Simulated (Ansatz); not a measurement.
Ansatz (a program for electronic structure) input (B3LYP/6-31G*):

Ansatz 0.2 input:
```yaml
crystal:
  periodic: [false, false, false]
  atoms:
    - {symbol: C, position_ang: [-0.25707630, 0.17154252, -0.00050422]}
    - {symbol: O, position_ang: [0.25831869, 1.29780427, -0.01294596]}
    - {symbol: O, position_ang: [-1.33002752, -0.37085156, 0.00890574]}
    - {symbol: C, position_ang: [1.05465506, -0.86855523, 0.00357654]}
    - {symbol: H, position_ang: [1.99464496, -0.33387121, -0.00521180]}
    - {symbol: H, position_ang: [0.90052178, -1.44156834, 0.91320689]}
    - {symbol: H, position_ang: [0.89303133, -1.45810589, -0.89410728]}
basis:
  gaussian:
    orbitals: 6-31G*
hamiltonian:
  xc: {name: B3LYP}
magnetization: {spin_polarized: true, initial_magnetization: 1}
output: {forces: true}
```

From the last part of the output:

```
WARN ansatz: RAYON_NUM_THREADS=1 ignored (pool sized by the plan → 1); use --threads N
Functional definition: B3LYP
integrals: 0.02 GiB planned
636 factors; integrals over basis functions are off by at most 8.0e-4 eV
mean field: 0.25 GiB planned
mean field evaluation 1: about -6210.3827 eV, gradient 3.6e1 eV
mean field evaluation 2: about -6205.4544 eV, gradient 5.3e1 eV
mean field evaluation 4: about -6214.7685 eV, gradient 6.3e0 eV
mean field evaluation 8: about -6215.1131 eV, gradient 6.6e-1 eV
mean field evaluation 16: about -6215.1169 eV, gradient 1.1e-3 eV
mean field evaluation 32: about -6214.0938 eV, gradient 6.3e0 eV
mean field -6215.11690084 eV, -228.4013333483 hartree, gradient 5.0e-5 eV, S^2 0.755090; 3 other end points of the search recorded, 0 dependent functions left out
the calculation of the forces begins
reference -6215.11703404 eV, -228.4013382434 hartree; 16, 15 occupied and 50, 51 virtual orbitals, 636 factors
Total energy: -6215.11703404 eV, -228.4013382434 hartree
Atom 0 at    -0.257076     0.171543    -0.000504 Å, force     0.417725    -0.218673     0.000270 eV/Å
Atom 1 at     0.258319     1.297804    -0.012946 Å, force     0.267168     0.611384    -0.006702 eV/Å
Atom 2 at    -1.330028    -0.370852     0.008906 Å, force    -0.709975    -0.350062     0.006146 eV/Å
Atom 3 at     1.054655    -0.868555     0.003577 Å, force    -0.160316     0.128297    -0.000510 eV/Å
Atom 4 at     1.994645    -0.333871    -0.005212 Å, force     0.152423     0.055091    -0.001136 eV/Å
Atom 5 at     0.900522    -1.441568     0.913207 Å, force     0.016921    -0.112063     0.105441 eV/Å
Atom 6 at     0.893031    -1.458106    -0.894107 Å, force     0.016055    -0.113975    -0.103510 eV/Å
Dipole moment:     0.479521    -0.310594     0.000855 e Å
```
